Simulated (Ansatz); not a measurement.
hcp Co, treated with PBEsol (plane waves, PAW; Ansatz, a quantum-chemistry and plane-wave program).

A relaxed, unreconstructed slab of the (11-20) face has 20 atoms, two equal faces of 16.899 Å² each and an energy of -101853.6271 eV. A bulk cell of 4 atoms with the same orientation and in-plane k mesh has -20371.9770 eV. Energies are extrapolated to zero smearing.

Settings: plane-wave cutoff 500 eV, 14×14×1 k mesh (along the axes of the cell as run), Fermi–Dirac smearing 0.1 eV, spin-polarised with parallel moments, scalar-relativistic PAW data made under PBE.

Worked out: γ = (E_slab − N E_bulk per atom)/2A = [-101853.6271 − 20 × (-20371.9770/4)]/(2 × 16.899) = 0.1852 eV/Å². With 16.022 J/m² per eV/Å² this is 2.97 J/m², or 3.13 eV per surface cell and face.

Note: a magnet's gap depends somewhat on the PAW data.
